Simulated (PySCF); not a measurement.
# BN (boron nitride) at 6 levels

Wanted: a comparison of 6 runs (U-r2SCAN/STO-3G, UB3LYP/STO-3G, UPBE0/STO-3G, USVWN5/STO-3G, NEVPT2(8,8)/STO-3G, UCCSD(T)/STO-3G) of BN (boron nitride). Input form: a Python script.

The results are computed with PySCF 2.14.0.

13 further runs of the same task are left out: 4 that didn't finish, 9 set aside as unsound or not needed.

## (1) The structure to begin with

BN has 2 atoms, charge 0, and is taken as a triplet. As SMILES, `B#N`. The B1–N2 distance was set to 1.903 Å, away from the relaxed value.

Bond lengths: B1–N2 1.903 Å.

## (2) The energy at U-r2SCAN/STO-3G (run 1)

The input, calc.py:

```python
from pyscf import gto, dft

molecule = gto.M(
    atom=[
    ('B', (0.000000, 0.000000, -0.634170)),
    ('N', (0.000000, 0.000000, 1.268430)),
],
    verbose=3,
    basis='sto-3g',
    max_memory=1860,
    spin=2,
)

mf = dft.UKS(molecule)
mf.xc = 'r2scan'
mf.conv_tol = 1e-10
mf.grids.level = 5
mf.kernel()
if not mf.converged:
    mf = mf.newton().run(mf.mo_coeff, mf.mo_occ)

etot = mf.e_tot
print('E = %.10f Eh' % etot)
```

Command:

```bash
OMP_NUM_THREADS=1 python calc.py
```

Output:

```text
WARN: HOMO -0.151745792280338 >= LUMO -0.169304871209514

WARN: HOMO -0.0912932790454645 >= LUMO -0.125568066455712

converged SCF energy = -78.2059551558086  <S^2> = 2.474934  2S+1 = 3.3014748
E = -78.2059551558 Eh
```

Run time: 5.4 s. Hardware: 1 thread of Intel Xeon Platinum 8375C at 2.90GHz (Ice Lake), shared host; peak memory 0.16 GiB.

## (3) A single-point energy at UB3LYP/STO-3G (run 2)

The input, run.py:

```python
from pyscf import gto, dft

molecule = gto.M(
    atom='''
B      0.000000     0.000000    -1.198408
N      0.000000     0.000000     2.396985
''',
    basis='sto-3g',
    unit='bohr',
    spin=2,
    verbose=3,
    max_memory=1860,
)

mf = dft.UKS(molecule)
mf.xc = 'b3lyp'
mf.conv_tol = 1e-10
mf.grids.level = 5
mf.kernel()
if not mf.converged:
    mf = mf.newton().run(mf.mo_coeff, mf.mo_occ)

e_final = mf.e_tot
print('Final energy', e_final)
```

Command:

```bash
OMP_NUM_THREADS=1 python run.py
```

Output:

```text
WARN: HOMO -0.149563406145555 >= LUMO -0.165579104465678

WARN: HOMO -0.113566096623883 >= LUMO -0.116844522741899

converged SCF energy = -78.242806398679  <S^2> = 2.4016069  2S+1 = 3.2567511
Final energy -78.24280639867898
```

Run time: 3.3 s. Hardware: 1 thread of Intel Xeon Platinum 8375C at 2.90GHz (Ice Lake), shared host; peak memory 0.15 GiB.

Runs 3 to 5 aren't shown in full; the table further down has their settings and results.

## (4) A single-point energy at UCCSD(T)/STO-3G (run 6)

The input, job.py:

```python
from pyscf import gto, cc

mol = gto.M(
    atom='B 0.000000 0.000000 -0.634170; N 0.000000 0.000000 1.268430',
    max_memory=1860,
    spin=2,
    basis='sto-3g',
    charge=0,
    verbose=4,
)

mf = mol.UHF()
mf.conv_tol = 1e-10
mf.kernel()
if not mf.converged:
    mf = mf.newton().run(mf.mo_coeff, mf.mo_occ)

mycc = cc.CCSD(mf, frozen=2)
mycc.kernel()
e_t = mycc.ccsd_t()
energy = mycc.e_tot + e_t
print('E = %.10f Eh' % energy)
```

Command:

```bash
OMP_NUM_THREADS=1 python job.py
```

Output:

```text
PySCF version 2.14.0

[INPUT] num. atoms = 2
[INPUT] num. electrons = 12
[INPUT] charge = 0
[INPUT] spin (= nelec alpha-beta = 2S) = 2
[INPUT] symmetry False subgroup None
[INPUT] Mole.unit = angstrom
[INPUT] Symbol           X                Y                Z      unit          X                Y                Z       unit  Magmom
[INPUT]  1 B      0.000000000000   0.000000000000  -0.634170000000 AA    0.000000000000   0.000000000000  -1.198407616415 Bohr   0.0
[INPUT]  2 N      0.000000000000   0.000000000000   1.268430000000 AA    0.000000000000   0.000000000000   2.396985308182 Bohr   0.0

nuclear repulsion = 9.73468011258278
number of shells = 6
number of NR pGTOs = 30
number of NR cGTOs = 10
basis = sto-3g
ecp = {}

[... 19 lines left out ...]
WARN: beta  nocc = 5  HOMO -0.119598705627288 >= LUMO -0.119598705627288
[... 1 line left out ...]
WARN: HOMO -0.101602848292016 >= LUMO -0.119598705627288
[... 79 lines left out ...]
SCF not converged.
SCF energy = -77.8001322009867 after 50 cycles  <S^2> = 2.0371796  2S+1 = 3.0246849
[... 46 lines left out ...]
converged SCF energy = -77.8733321446195  <S^2> = 3.0484558  2S+1 = 3.6323303
[... 12 lines left out ...]
Init t2, MP2 energy = -0.0208391720939193
[... 47 lines left out ...]
UCCSD converged
[... 2 lines left out ...]
E = -77.9416141771 Eh
```

Run time: 1 s. Hardware: 1 thread of Intel Xeon Platinum 8375C at 2.90GHz (Ice Lake), shared host; peak memory 0.12 GiB.

## (5) All runs side by side

```
run               level  integration grid      active selection  energy (Eh)  dipole moment (D) of the reference  HOMO energy (eV)  LUMO energy (eV)  wall time
  1     U-r2SCAN/STO-3G                 5                     –   -78.205955                                1.02             -1.63             -1.01      5.4 s
  2       UB3LYP/STO-3G                 5                     –   -78.242806                                0.99             -2.38             -0.67      3.3 s
  3        UPBE0/STO-3G                 5                     –   -78.144324                                0.91             -2.44             -0.22      9.3 s
  4       USVWN5/STO-3G                 5                     –   -77.504949                                0.37             -1.84             -1.36      1.3 s
  5  NEVPT2(8,8)/STO-3G                 –  mp2 natural orbitals   -77.970321                                1.97                 –                 –      1.6 s
  6     UCCSD(T)/STO-3G                 –                     –   -77.941614                                0.29             -5.37              5.67        1 s
```

## (6) Summary of results

| quantity | value |
| --- | --- |
| run 6: total energy | -77.94161 Eh |
| run 6: dipole moment (Hartree–Fock density) | 0.29 D |
| run 6: HOMO energy (Hartree–Fock orbitals) (highest over α and β) | -5.37 eV |
| run 6: LUMO energy (Hartree–Fock orbitals) (lowest over α and β) | 5.67 eV |
| run 6: correlation energy (2 core orbitals frozen) | -68.3 mEh |
| run 6: (T) correction | -2.15 mEh |
| run 6: ⟨S²⟩ of the reference determinant | 3.048 |
| run 6: T1 diagnostic | 0.099 |

What this shows: Over runs 1, 2, 3, 4 the dipole moment (its size) runs from 0.37 D (USVWN5/STO-3G) to 1.02 D (U-r2SCAN/STO-3G). Totals of different functionals can't be ranked against each other. In runs 1, 2, 3, 4, 5, 6 the basis is minimal, so the values are rough. Spin contamination of the reference: run 6 ⟨S²⟩ = 3.05, run 3 ⟨S²⟩ = 2.49, run 1 ⟨S²⟩ = 2.47, run 2 ⟨S²⟩ = 2.40. Where it is this large, the reference is a mixture of spin states, and values that rest on it are in doubt. All runs together took 22 s, the longest 9.3 s.
